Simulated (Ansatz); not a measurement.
What does this script print? It uses Ansatz's Python interface.

The script reads `h3ops2.xyz`:
```text
7

O    -1.05040    0.77480   -0.08380
P    -0.63900   -0.70060    0.20190
S     0.99080   -0.23270    1.38660
S     0.47160   -0.99000   -1.60020
H    -1.51740    0.84990   -0.99900
H     0.35210    0.41090    2.37410
H     1.45350   -0.18030   -1.32520
```

Script `h3ops2.py`:
```python
# -*- coding: utf-8 -*-
"""Removing and adding an electron on H3OPS2 at fixed geometry."""

import ansatz as az


def single_point(molecule, charge=0, unpaired=0):
    calc = (
        molecule.calculation()
        .basis(gaussian="def2-SVPD")
        .functional("pbe")
    )
    if charge:
        calc = calc.charge(charge)
    if unpaired:
        calc = calc.spin("collinear", total=unpaired)
    return calc.run().report["free_energy_ev"]

mol = az.Crystal.molecule_from_extxyz("h3ops2.xyz")

# total-energy differences at one geometry
parent = single_point(mol, 0, 0)
cation = single_point(mol, 1, 1)
print(f"E(N)   = {parent:.5f} eV")
print(f"E(N-1) = {cation:.5f} eV  (1 unpaired)")
print(f"vertical ionisation energy {cation - parent:.3f} eV")
anion = single_point(mol, -1, 1)
print(f"E(N+1) = {anion:.5f} eV  (1 unpaired)")
print(f"vertical electron affinity {parent - anion:.3f} eV" + ("" if anion < parent else " (unbound in this basis)"))
print(f"fundamental gap IP - EA = {cation + anion - 2 * parent:.3f} eV")
```

```console
$ python h3ops2.py
E(N)   = -33029.51819 eV
E(N-1) = -33020.68203 eV  (1 unpaired)
vertical ionisation energy 8.836 eV
E(N+1) = -33028.87087 eV  (1 unpaired)
vertical electron affinity -0.647 eV (unbound in this basis)
fundamental gap IP - EA = 9.483 eV
```

At this unrelaxed geometry removing an electron costs 8.84 eV and an added one is unbound in this basis (by 0.65 eV).

What to keep in mind:
- Total energies depend on the basis set; only differences at equal settings carry meaning.
- The geometry is a force-field or estimated start, not a minimum of this method, and the basis set is short of its limit. All parts are taken at fixed geometry, without zero-point energy. At an unrelaxed start these energies can be a whole eV from those at the minimum, and a small affinity can change sign.
- A negative electron affinity means that the anion is unbound here; its size hangs on the basis and tends to about zero as the basis grows, and so does its part in any gap built on it.
- Wall time of the script: 44 s on 1 thread of Arm Neoverse V1, with other jobs on the host, peak memory 0.4 GiB.

(A comment or docstring line of the script was reworded after the run, the code is as it ran; lines on the test bed's own set-up are left out of the output.)
